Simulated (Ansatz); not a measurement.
C₂H₈Si, closed shell: a saddle search.

The input file, in.yaml:

```yaml
crystal:
  periodic: [false, false, false]
  atoms:
    - {symbol: Si, position_ang: [0.017872, 0.341858, -0.712378]}
    - {symbol: C, position_ang: [1.314944, 0.730172, 0.587597]}
    - {symbol: C, position_ang: [-0.760230, -1.256859, -0.473425]}
    - {symbol: H, position_ang: [-1.122191, 1.438394, -0.815632]}
    - {symbol: H, position_ang: [-1.319150, 1.128762, 0.090669]}
    - {symbol: H, position_ang: [2.235844, 0.352360, 0.216342]}
    - {symbol: H, position_ang: [1.429990, 1.908722, 0.658123]}
    - {symbol: H, position_ang: [1.174662, 0.295857, 1.567605]}
    - {symbol: H, position_ang: [-0.838293, -1.579533, 0.579448]}
    - {symbol: H, position_ang: [-0.345255, -2.125667, -0.945598]}
    - {symbol: H, position_ang: [-1.910464, -1.312123, -0.853681]}
basis:
  gaussian: {orbitals: def2-SVP}
hamiltonian: {xc: pbe0, dispersion: d4}
saddle:
  f_tol: 0.1
  max_steps: 40
  mode_guess:
    - [-0.2911, 0.0805, 0.4625]
    - [0.0258, 0.0410, 0.0155]
    - [-0.0494, -0.0177, -0.0126]
    - [0.2470, 0.0465, -0.6365]
    - [0.0305, -0.2217, 0.3444]
    - [-0.0284, 0.0360, -0.1136]
    - [0.0093, 0.0369, 0.0196]
    - [0.1123, 0.0064, 0.0225]
    - [-0.0593, -0.0809, -0.0280]
    - [0.0261, 0.0863, -0.0400]
    - [-0.0229, -0.0133, -0.0339]
```

Launched with

```bash
ansatz run in.yaml --threads 2 --pin off --events-out ev --progress --plain --max-ram 4352MiB
```

The run's output (Ansatz 0.2.0):

```
Functional definition: PBE0
  name "PBE0"
  cite "Adamo & Barone, J. Chem. Phys. 110, 6158 (1999) doi:10.1063/1.478522"
  cite "Perdew, Burke & Ernzerhof, Phys. Rev. Lett. 77, 3865 (1996) doi:10.1103/PhysRevLett.77.3865"
  parent pbe
  parameter a = 0.25
  parameter kappa = 0.804
  parameter beta = 0.06672455060314922
  exchange = (1 - a)*pbe_x(kappa = kappa, mu = beta*pi^2/3) + a*exact_x
  correlation = pbe_c(beta = beta)
943 factors; integrals over basis functions are off by at most 3.6e-4 eV
mean field evaluation 1: about -10061.8026 eV, gradient 5.4e1 eV
mean field evaluation 2: about -10058.1822 eV, gradient 6.2e1 eV
mean field evaluation 4: about -10068.9957 eV, gradient 2.4e0 eV
mean field evaluation 8: about -10069.0234 eV, gradient 6.4e-2 eV
mean field evaluation 16: about -10069.0234 eV, gradient 3.9e-5 eV
mean field -10069.02343341 eV, -370.0297861485 hartree, gradient 3.9e-5 eV, S^2 0.000000; 0 other end points of the search recorded, 0 dependent functions left out
the calculation of the forces begins
reference -10069.02345983 eV, -370.0297871195 hartree; 17, 17 occupied and 69, 69 virtual orbitals, 943 factors
these checks for a lower state are left out or cut short: stability, starts, cluster_reference, orbital_swaps, neighbouring_geometries, increment
943 factors; integrals over basis functions are off by at most 3.6e-4 eV
mean field -10069.02192375 eV, -370.0297306695 hartree, gradient 2.0e-6 eV, S^2 0.000000; 0 other end points of the search recorded, 0 dependent functions left out
the calculation of the forces begins
reference -10069.02195022 eV, -370.0297316424 hartree; 17, 17 occupied and 69, 69 virtual orbitals, 943 factors
these checks for a lower state are left out or cut short: stability, starts, cluster_reference, orbital_swaps, neighbouring_geometries, increment
943 factors; integrals over basis functions are off by at most 3.6e-4 eV
mean field -10069.02282667 eV, -370.0297638513 hartree, gradient 1.6e-6 eV, S^2 0.000000; 0 other end points of the search recorded, 0 dependent functions left out
the calculation of the forces begins
reference -10069.02285312 eV, -370.0297648235 hartree; 17, 17 occupied and 69, 69 virtual orbitals, 943 factors
saddle step   1: F+E_penalty+E_count = -10069.17772969 eV  max|allowed force component| = 4.342e0 eV/Å  curvature = -8.0197 eV/Å²  mode residual = 3.89e0 eV/Å²  Δτ_max = 0.0000 Å  (1 rotations, 3 force calls, 50 SCF iters)  cluster: 3 rotations left out, max|force component along them| = 1.248e-7 eV/Å
saddle step   2: F+E_penalty+E_count = -10069.64973801 eV  max|allowed force component| = 1.355e0 eV/Å  curvature = -10.7125 eV/Å²  mode residual = 3.35e0 eV/Å²  Δτ_max = 0.1015 Å  (1 rotations, 3 force calls, 53 SCF iters)  cluster: 3 rotations left out, max|force component along them| = 5.710e-8 eV/Å
saddle step   3: F+E_penalty+E_count = -10069.70212020 eV  max|allowed force component| = 5.877e-1 eV/Å  curvature = -7.4261 eV/Å²  mode residual = 1.46e0 eV/Å²  Δτ_max = 0.0745 Å  (1 rotations, 3 force calls, 49 SCF iters)  cluster: 3 rotations left out, max|force component along them| = 9.733e-8 eV/Å
saddle step   4: F+E_penalty+E_count = -10069.71730165 eV  max|allowed force component| = 4.657e-1 eV/Å  curvature = -9.1469 eV/Å²  mode residual = 1.43e0 eV/Å²  Δτ_max = 0.0290 Å  (1 rotations, 3 force calls, 51 SCF iters)  cluster: 3 rotations left out, max|force component along them| = 8.792e-9 eV/Å
saddle step   5: F+E_penalty+E_count = -10069.72764598 eV  max|allowed force component| = 2.776e-1 eV/Å  curvature = -9.6156 eV/Å²  mode residual = 1.17e0 eV/Å²  Δτ_max = 0.0246 Å  (1 rotations, 3 force calls, 50 SCF iters)  cluster: 3 rotations left out, max|force component along them| = 1.693e-8 eV/Å
saddle step   6: F+E_penalty+E_count = -10069.73199716 eV  max|allowed force component| = 7.300e-2 eV/Å  curvature = -9.4600 eV/Å²  mode residual = 8.62e-1 eV/Å²  Δτ_max = 0.0184 Å  (1 rotations, 14 force calls, 191 SCF iters)  cluster: 3 rotations left out, max|force component along them| = 2.006e-8 eV/Å
saddle search: the force at step 7 is within saddle.f_tol, and the search now checks the order of the point unasked, as it does wherever a lone molecule whose rigid rotations it leaves out would converge (saddle.isolated_cluster): at most 100 rotations across the mode and 202 force calls, two more next to a line or behind a second negative curvature, two more where it reads a positive, two for each turn that reads one and six more at each negative that it reads, and up to 22 at one that stands (24 where saddle.amplitude is under 0.005 Å), over each length that the point is read over (saddle.order_check: false declines the check)
saddle search: the rotation starts from a random direction (saddle.seed = 0)
saddle step   7: F+E_penalty+E_count = -10069.73333904 eV  max|allowed force component| = 1.086e-2 eV/Å  curvature = -9.2331 eV/Å² (error put at 0.0089; -9.2414 at half of saddle.amplitude)  mode residual = 6.95e-1 eV/Å²  Δτ_max = 0.0278 Å  (1 rotations, 40 force calls, 508 SCF iters)  order check (unasked): unresolved, curvature across the mode = +0.1099 eV/Å² (32 force calls)  cluster: 3 rotations left out, max|force component along them| = 3.973e-8 eV/Å
saddle search: converged; its order check could not tell the order of the point: after 29 rotations it read +0.110 eV/Å² across the mode with a residual of 8.78e-2 eV/Å², and holds the second-lowest curvature to +0.110 eV/Å² at the most. That shows no second curvature under the negative of saddle.curvature_tol, and does not show that there is none
Total energy: -10069.73336581 eV, -370.0558756832 hartree
Atom 0 at    -0.012241     0.354952    -0.766049 Å, force    -0.001443     0.002366    -0.000993 eV/Å
Atom 1 at     1.299715     0.761464     0.551726 Å, force     0.000244     0.002808    -0.001300 eV/Å
Atom 2 at    -0.844301    -1.326327    -0.443625 Å, force    -0.003313    -0.010020    -0.004448 eV/Å
Atom 3 at    -1.087558     1.479419    -0.808739 Å, force     0.001296    -0.002637     0.002441 eV/Å
Atom 4 at    -1.213654     1.139374     0.176094 Å, force     0.001655    -0.000001    -0.002706 eV/Å
Atom 5 at     2.273016     0.373156     0.212222 Å, force    -0.000010    -0.000040    -0.000012 eV/Å
Atom 6 at     1.411206     1.852378     0.652376 Å, force    -0.000148    -0.001861     0.000549 eV/Å
Atom 7 at     1.088886     0.333090     1.542614 Å, force    -0.000059    -0.000497     0.001103 eV/Å
Atom 8 at    -0.894547    -1.605511     0.619322 Å, force    -0.000993     0.000731    -0.006186 eV/Å
Atom 9 at    -0.279248    -2.108586    -0.975663 Å, force    -0.007348     0.010862     0.006905 eV/Å
Atom 10 at    -1.863546    -1.331465    -0.861209 Å, force     0.010119    -0.001710     0.004647 eV/Å
Dipole moment:    -0.031236    -0.052473     0.177578 e Å

[the SCF lines of later steps are left out]
```

Hardware: 2 CPU threads of an Arm Neoverse V1, shared host. Wall time about 82 s.
